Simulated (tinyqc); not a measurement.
Worked calculation: ROHF in the sto-6g basis, for LiH+, spin multiplicity 2. One step of it, computed by the program tinyqc.

Task: Iteration 3: building the Fock matrix. J_ij = sum D_kl (ij|kl) with D = D(alpha) + D(beta), K_ij = sum D_kl (ik|jl) for each spin; F = H + J - K(s); E = tr D H + tr D J / 2 - 0.5 sum_s tr D(s) K(s) + E_nn.

D(alpha) after iteration 2, lower triangle:
```
            1Li 1s    1Li 2s   1Li 2px   1Li 2py   1Li 2pz     2H 1s
1Li 1s    1.002774
1Li 2s    0.003067  0.023745
1Li 2px   0.000000  0.000000  0.000000
1Li 2py   0.000000  0.000000  0.000000  0.000000
1Li 2pz  -0.020794  0.028522  0.000000  0.000000  0.034859
2H 1s    -0.093525  0.126368  0.000000  0.000000  0.154476  0.684560
```

D(beta) after iteration 2, lower triangle:
```
           1Li 1s    1Li 2s   1Li 2px   1Li 2py   1Li 2pz     2H 1s
1Li 1s   0.989793
1Li 2s   0.020466  0.000423
1Li 2px  0.000000  0.000000  0.000000
1Li 2py  0.000000  0.000000  0.000000  0.000000
1Li 2pz  0.000477  0.000010  0.000000  0.000000  0.000000
2H 1s    0.000739  0.000015  0.000000  0.000000  0.000000  0.000001
```

core Hamiltonian H = T + V (hartree), lower triangle:
```
            1Li 1s     1Li 2s    1Li 2px    1Li 2py    1Li 2pz      2H 1s
1Li 1s   -4.798544
1Li 2s   -1.021088  -1.393269
1Li 2px   0.000000   0.000000  -1.145882
1Li 2py   0.000000   0.000000   0.000000  -1.145882
1Li 2pz  -0.018743  -0.126253   0.000000   0.000000  -1.247415
2H 1s    -0.363263  -0.743967   0.000000   0.000000  -0.877816  -1.511628
```

Two-electron integrals (ij|kl) in chemists' order, unique and non-zero (hartree):
```
(11|11) 1.681247   (21|11) 0.242603   (21|21) 0.044507   (22|11) 0.397190
(22|21) 0.090279   (22|22) 0.290625   (31|31) 0.009437   (32|31) 0.014261
(32|32) 0.064236   (33|11) 0.397190   (33|21) 0.090279   (33|22) 0.290625
(33|33) 0.313125   (41|41) 0.009437   (42|41) 0.014261   (42|42) 0.064236
(43|43) 0.016875   (44|11) 0.397190   (44|21) 0.090279   (44|22) 0.290625
(44|33) 0.279374   (44|44) 0.313125   (51|51) 0.009437   (52|51) 0.014261
(52|52) 0.064236   (53|53) 0.016875   (54|54) 0.016875   (55|11) 0.397190
(55|21) 0.090279   (55|22) 0.290625   (55|33) 0.279374   (55|44) 0.279374
(55|55) 0.313125   (61|11) 0.085326   (61|21) 0.015248   (61|22) 0.030918
(61|33) 0.030507   (61|44) 0.030507   (61|51) 0.002010   (61|52) 0.003931
(61|55) 0.031740   (61|61) 0.005762   (62|11) 0.163691   (62|21) 0.037487
(62|22) 0.123637   (62|33) 0.117814   (62|44) 0.117814   (62|51) 0.006532
(62|52) 0.035032   (62|55) 0.135280   (62|61) 0.015199   (62|62) 0.081864
(63|31) 0.003529   (63|32) 0.015099   (63|53) 0.005687   (63|63) 0.006595
(64|41) 0.003529   (64|42) 0.015099   (64|54) 0.005687   (64|64) 0.006595
(65|11) 0.192681   (65|21) 0.044667   (65|22) 0.152617   (65|33) 0.142618
(65|44) 0.142618   (65|51) 0.010226   (65|52) 0.053917   (65|55) 0.172615
(65|61) 0.019082   (65|62) 0.111941   (65|65) 0.156124   (66|11) 0.346323
(66|21) 0.080955   (66|22) 0.288422   (66|33) 0.263939   (66|44) 0.263939
(66|51) 0.017318   (66|52) 0.107956   (66|55) 0.337385   (66|61) 0.035033
(66|62) 0.234554   (66|65) 0.334778   (66|66) 0.774999
```

nuclear repulsion = 1.04442871 hartree

Give: Coulomb J; exchange K(alpha); exchange K(beta); F(alpha); F(beta); total energy of this density.

Result:

Coulomb J (hartree), lower triangle:
```
         1Li 1s  1Li 2s  1Li 2px  1Li 2py  1Li 2pz   2H 1s
1Li 1s   3.7070
1Li 2s   0.5667  1.0829
1Li 2px  0.0000  0.0000   1.0613
1Li 2py  0.0000  0.0000   0.0000   1.0613
1Li 2pz  0.0167  0.1018   0.0000   0.0000   1.1262
2H 1s    0.2054  0.5504   0.0000   0.0000   0.7006  1.4048
```

exchange K(alpha) (hartree), lower triangle:
```
         1Li 1s  1Li 2s  1Li 2px  1Li 2py  1Li 2pz   2H 1s
1Li 1s   1.6812
1Li 2s   0.2512  0.1454
1Li 2px  0.0000  0.0000   0.0211
1Li 2py  0.0000  0.0000   0.0000   0.0211
1Li 2pz  0.0020  0.1327   0.0000   0.0000   0.1939
2H 1s    0.0936  0.2570   0.0000   0.0000   0.3432  0.7055
```

exchange K(beta) (hartree), lower triangle:
```
         1Li 1s  1Li 2s  1Li 2px  1Li 2py  1Li 2pz   2H 1s
1Li 1s   1.6742
1Li 2s   0.2493  0.0479
1Li 2px  0.0000  0.0000   0.0100
1Li 2py  0.0000  0.0000   0.0000   0.0100
1Li 2pz  0.0003  0.0001   0.0000   0.0000   0.0100
2H 1s    0.0885  0.0166   0.0000   0.0000   0.0023  0.0064
```

F(alpha) (hartree), lower triangle:
```
          1Li 1s   1Li 2s  1Li 2px  1Li 2py  1Li 2pz    2H 1s
1Li 1s   -2.7728
1Li 2s   -0.7056  -0.4558
1Li 2px   0.0000   0.0000  -0.1057
1Li 2py   0.0000   0.0000   0.0000  -0.1057
1Li 2pz  -0.0040  -0.1572   0.0000   0.0000  -0.3151
2H 1s    -0.2515  -0.4506   0.0000   0.0000  -0.5205  -0.8123
```

F(beta) (hartree), lower triangle:
```
          1Li 1s   1Li 2s  1Li 2px  1Li 2py  1Li 2pz    2H 1s
1Li 1s   -2.7657
1Li 2s   -0.7037  -0.3583
1Li 2px   0.0000   0.0000  -0.0945
1Li 2py   0.0000   0.0000   0.0000  -0.0945
1Li 2pz  -0.0024  -0.0246   0.0000   0.0000  -0.1312
2H 1s    -0.2464  -0.2102   0.0000   0.0000  -0.1795  -0.1132
```

total energy of this density = -7.698402 hartree
